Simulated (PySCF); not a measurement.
Oxygen monofluoride, OF (doublet state).
Atom-mapped SMILES: `[O:1][F:2]`

Cartesian coordinates in Å at the PBE0-D3(BJ)/def2-SVP level; atoms count from 1:
```xyz
2
OF angstrom
O      0.6645   -0.0071   -0.0040
F     -0.6590    0.0097   -0.0243
```

Jobs on this species (2 atoms, 17 electrons) with PySCF (density fitting). Hardware of each: one thread of an x86-64 server, no GPU, shared host. The host was shared with other jobs, so the times are rough.

Question: Rank these jobs by wall time, shortest first.
A. UKS B3LYP, IGLO-III on F O, non-relativistic, mean-field spin-orbit, GIAO; unrestricted SCF, stability check, g, hyperfine; 70 basis functions
B. UKS CAM-B3LYP, IGLO-III on F O, non-relativistic, mean-field spin-orbit, GIAO; unrestricted SCF, stability check, g, hyperfine; 70 basis functions
C. PBE0-D3(BJ)/def2-SVP, grid level 1; geometry optimisation from a GFN2-xTB start; 28 basis functions

Answer: C (2.1 s), B (3.7 s), A (7.2 s).

All jobs:

```tsv
level and settings	work	basis functions	SCF cycles	wall time
UKS HF, IGLO-III on F O, non-relativistic, mean-field spin-orbit, GIAO	unrestricted SCF, stability check, g, hyperfine	70	13	2.0 s
PBE0-D3(BJ)/def2-SVP, grid level 1	geometry optimisation from a GFN2-xTB start	28	26	2.1 s
UKS PBE, IGLO-III on F O, non-relativistic, mean-field spin-orbit, GIAO	unrestricted SCF, stability check, g, hyperfine	70	10	2.9 s
UKS BHandHLYP, IGLO-III on F O, non-relativistic, mean-field spin-orbit, GIAO	unrestricted SCF, stability check, g, hyperfine	70	13	3.3 s
UKS CAM-B3LYP, IGLO-III on F O, non-relativistic, mean-field spin-orbit, GIAO	unrestricted SCF, stability check, g, hyperfine	70	12	3.7 s
UKS PBE0, IGLO-III on F O, non-relativistic, mean-field spin-orbit, GIAO	unrestricted SCF, stability check, g, hyperfine	70	12	3.9 s
UKS B3LYP, IGLO-III on F O, non-relativistic, mean-field spin-orbit, GIAO	unrestricted SCF, stability check, g, hyperfine	70	18	7.2 s
```

Question: What do all jobs in the table cost together?

Answer: About 25 s; the longest takes about 29 % of that, and about 3.6 times as long as the shortest.
